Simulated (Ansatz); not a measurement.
Molecule: AlF₃, net charge 1, doublet state. 
Geometry from a B3LYP-D3(BJ)/def2-TZVP (Ansatz, an electronic-structure program) optimisation:
```
Al
F 1 1.6395
F 1 1.6395 2 136.19
F 1 1.6889 2 111.91 3 -180.00
```
Charge +1, spin multiplicity 2.

Basis-set convergence of Hartree-Fock and MP2 correlation energies (hartree) with Ansatz. Correlated levels leave the core frozen unless marked. Open shells are spin-unrestricted. Spin-orbit coupling is left out. Non-relativistic.

```tsv
basis	functions	E(HF)	E(corr, MP2)
cc-pV(D+d)Z	65	-539.96998	-0.57318
cc-pV(T+d)Z	129	[?]	[?]
```

### Question
Some entries are withheld; supply them.

### Answer

- cc-pV(T+d)Z, E(HF): -540.10140
- cc-pV(T+d)Z, E(corr, MP2): -0.76454
